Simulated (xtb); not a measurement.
C₃H₉N, charge +1, quartet, geometry from GFN2-xTB of the parent state (a state made from the parent by changing its charge; the spin is typed, not shown lowest); GFN2-xTB run with xtb.

Input for xtb:
```
$ xtb mol.xyz --gfn 2 --chrg 1 --uhf 3 --json

# file mol.xyz
13

C     -0.35994749     1.33972464     0.25749879
N     -0.00000000     0.00000000    -0.00000000
C      1.30503589    -0.44877053     0.29362609
C     -0.94508840    -0.89095411    -0.55112489
H      0.29490710     2.03132563    -0.28835847
H     -0.22048513     1.58398674     1.31862692
H     -1.39421123     1.53282426    -0.02045677
H      1.79431965    -0.84151593    -0.60718414
H      1.27892742    -1.28885482     0.99980125
H      1.91441449     0.35017434     0.71146941
H     -1.31613840    -0.51880136    -1.51493547
H     -0.52020326    -1.88299860    -0.69101265
H     -1.83153063    -0.96614026     0.09204992
```

**Question.** Predict the main parts of the log of this xtb run.

**Answer.** 
```
   ID    Z sym.   atoms
    1    6 C      1, 3, 4
    2    7 N      2
    3    1 H      5-13

           -------------------------------------------------
          |                Calculation Setup                |
           -------------------------------------------------

           -------------------------------------------------
          |                 G F N 2 - x T B                 |
           -------------------------------------------------

          ...................................................
          :                      SETUP                      :
          :.................................................:
          :  # basis functions                  25          :
          :  # atomic orbitals                  25          :
          :  # shells                           17          :
          :  # electrons                        25          :
          :  max. iterations                   250          :
          :  Hamiltonian                  GFN2-xTB          :
          :  restarted?                      false          :
          :  GBSA solvation                  false          :
          :  PC potential                    false          :
          :  electronic temp.          300.0000000     K    :
          :  accuracy                    1.0000000          :
          :  -> integral cutoff          0.2500000E+02      :
          :  -> integral neglect         0.1000000E-07      :
          :  -> SCF convergence          0.1000000E-05 Eh   :
          :  -> wf. convergence          0.1000000E-03 e    :
          :  Broyden damping             0.4000000          :
          :  net charge                          1          :
          :  unpaired electrons                  3          :
          ...................................................

 iter      E             dE          RMSdq      gap      omega  full diag
   1    -13.1502600 -0.131503E+02  0.308E+00    2.85       0.0  T
   2    -13.1810870 -0.308270E-01  0.154E+00    3.10       1.0  T
   3    -13.1818161 -0.729173E-03  0.738E-01    2.98       1.0  T
   4    -13.1819483 -0.132129E-03  0.103E-01    2.92       1.0  T
   5    -13.1819518 -0.353813E-05  0.436E-02    2.93       1.0  T
   6    -13.1819518 -0.727069E-08  0.102E-02    2.93       2.7  T
   7    -13.1819526 -0.797238E-06  0.693E-03    2.93       4.0  T
   8    -13.1819533 -0.649026E-06  0.881E-04    2.93      31.5  T
   9    -13.1819533 -0.323206E-09  0.310E-04    2.93      89.6  T

   *** convergence criteria satisfied after 9 iterations ***

         :::::::::::::::::::::::::::::::::::::::::::::::::::::
         ::                     SUMMARY                     ::
         :::::::::::::::::::::::::::::::::::::::::::::::::::::
         :: total energy             -12.989302909319 Eh    ::
         :: gradient norm              0.380831091097 Eh/a0 ::
         :: HOMO-LUMO gap              2.925558947191 eV    ::
         ::.................................................::
         :: SCC energy               -13.181946834065 Eh    ::
         :: -> isotropic ES            0.094032396834 Eh    ::
         :: -> anisotropic ES         -0.011944692040 Eh    ::
         :: -> anisotropic XC          0.010750747973 Eh    ::
         :: -> dispersion             -0.004516828100 Eh    ::
         :: repulsion energy           0.192643924746 Eh    ::
         :: add. restraining           0.000000000000 Eh    ::
         :: total charge               1.000000000000 e     ::
         :::::::::::::::::::::::::::::::::::::::::::::::::::::

           -------------------------------------------------
          |                Property Printout                |
           -------------------------------------------------

    * Orbital Energies and Occupations

         #    Occupation            Energy/Eh            Energy/eV
      -------------------------------------------------------------
         1        2.0000           -0.8593741             -23.3848
[...]
        17                         -0.0552907              -1.5045
        18                         -0.0112442              -0.3060
        19                         -0.0112433              -0.3059
        20                         -0.0054821              -0.1492
        21                         -0.0054812              -0.1492
        22                          0.0343470               0.9346
        23                          0.0451065               1.2274
        24                          0.1347120               3.6657
        25                          0.1347121               3.6657
      -------------------------------------------------------------
                  HL-Gap            0.1075123 Eh            2.9256 eV
             Fermi-level           -0.3887637 Eh          -10.5788 eV

     #   Z          covCN         q      C6AA      α(0)
     1   6 C        3.699    -0.107    22.719     6.817
     2   7 N        2.727    -0.077    22.738     7.082
     3   6 C        3.699    -0.107    22.718     6.817
     4   6 C        3.699    -0.107    22.719     6.817
     5   1 H        0.924     0.143     1.442     1.878
     6   1 H        0.924     0.143     1.442     1.878
     7   1 H        0.925     0.180     1.203     1.716
     8   1 H        0.924     0.143     1.442     1.878
     9   1 H        0.924     0.143     1.442     1.878
    10   1 H        0.925     0.180     1.203     1.716
    11   1 H        0.924     0.143     1.442     1.878
    12   1 H        0.925     0.180     1.203     1.716
    13   1 H        0.924     0.143     1.442     1.878

 Mol. C6AA /au·bohr⁶  :        871.393755
 Mol. C8AA /au·bohr⁸  :      18391.180247
 Mol. α(0) /au        :         43.945610

Wiberg/Mayer (AO) data.
largest (>0.10) Wiberg bond orders for each atom

 ---------------------------------------------------------------------------
     #   Z sym  total        # sym  WBO       # sym  WBO       # sym  WBO
 ---------------------------------------------------------------------------
     1   6 C    3.891 --     2 N    0.938     5 H    0.873     6 H    0.873
                             7 H    0.801     3 C    0.135     4 C    0.135
     2   7 N    3.014 --     3 C    0.938     1 C    0.938     4 C    0.938
     3   6 C    3.891 --     2 N    0.938     9 H    0.873     8 H    0.873
                            10 H    0.801     1 C    0.135     4 C    0.135
     4   6 C    3.891 --     2 N    0.938    11 H    0.873    13 H    0.873
                            12 H    0.802     3 C    0.135     1 C    0.135
     5   1 H    0.971 --     1 C    0.873
     6   1 H    0.971 --     1 C    0.873
     7   1 H    0.949 --     1 C    0.801
     8   1 H    0.971 --     3 C    0.873
     9   1 H    0.971 --     3 C    0.873
    10   1 H    0.949 --     3 C    0.801
    11   1 H    0.971 --     4 C    0.873
    12   1 H    0.949 --     4 C    0.802
    13   1 H    0.971 --     4 C    0.873
 ---------------------------------------------------------------------------

Topologies differ in total number of bonds
Writing topology from bond orders to xtbtopo.mol

molecular dipole:
                 x           y           z       tot (Debye)
 q only:        0.000       0.000       0.000
   full:        0.000       0.000       0.000       0.000
molecular quadrupole (traceless):
                xx          xy          yy          xz          yz          zz
 q only:        2.247      -0.690       2.443       2.480       2.152      -4.690
  q+dip:        2.089      -0.642       2.271       2.305       2.001      -4.359
   full:        2.286      -0.702       2.485       2.523       2.189      -4.771

           -------------------------------------------------
          | TOTAL ENERGY              -12.989302909319 Eh   |
          | GRADIENT NORM               0.380831091097 Eh/α |
          | HOMO-LUMO GAP               2.925558947191 eV   |
           -------------------------------------------------

normal termination of xtb
```
